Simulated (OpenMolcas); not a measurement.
AlH2Cl (SMILES [AlH2][Cl]): methods side by side

AlH2Cl has 4 atoms, charge 0, and is taken as a singlet. As SMILES, `[AlH2][Cl]`. The shape comes from GFN2-xTB, which is rough for such elements, and wasn't checked as a minimum.

Each level gives the vertical ionisation energy (to the doublet cation) (eV). The values are calculated.

```csv
level,kind,program,value (eV),less FCI/STO-3G,CPU time (all runs)
HF/STO-3G,Hartree–Fock,OpenMolcas,9.10,+0.49,3.3 s
SVWN5/STO-3G,LDA,OpenMolcas,8.60,-0.01,8.4 s
PBE/STO-3G,GGA,OpenMolcas,8.68,+0.07,9.1 s
r2SCAN/STO-3G,meta-GGA,OpenMolcas,8.89,+0.28,12 s
M06-2X/STO-3G,hybrid meta-GGA,OpenMolcas,9.36,+0.75,12 s
"FCI/STO-3G, open shells restricted",exact in the basis,OpenMolcas,8.61,0.00,8.9 s
```

FCI/STO-3G, open shells restricted is exact within its basis and frozen core, so for wave-function methods in that basis the difference is their error; functionals converge differently with the basis, so for them it is only a difference. The values span 8.60 to 9.36 eV. All rows use very small basis sets, so even the best lies far from the true value. CPU times are rough (shared hosts, several kinds of processor): they show what a rung costs within a factor of a few.
